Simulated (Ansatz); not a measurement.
nitrogen dioxide (SMILES [O]N=O) moved off its minimum; all values from Ansatz (a program for electronic structure), cores frozen in correlated methods. Open shells are unrestricted.
(charge 0, multiplicity 2)
```xyz
3

O      1.18635     0.02220    -0.05111
N     -0.00714     0.37361     0.06072
O     -0.98781    -0.07264    -0.02545
```

Forces at HF/def2-TZVPP (eV/Å):

```csv
atom,Fx,Fy,Fz
O1,-4.005,0.768,0.276
N2,10.024,2.471,0.374
O3,-6.019,-3.239,-0.650
```

Task: Give the forces (eV/Å), the total energy and the dipole at CCSD(T)/aug-cc-pVTZ.

Result: 
| atom | Fx | Fy | Fz |
|---|---|---|---|
| O1 | -1.545 | 0.024 | 0.040 |
| N2 | 12.372 | 5.427 | 1.038 |
| O3 | -10.827 | -5.451 | -1.078 |
Energy -204.7926 hartree, dipole 0.98 D.
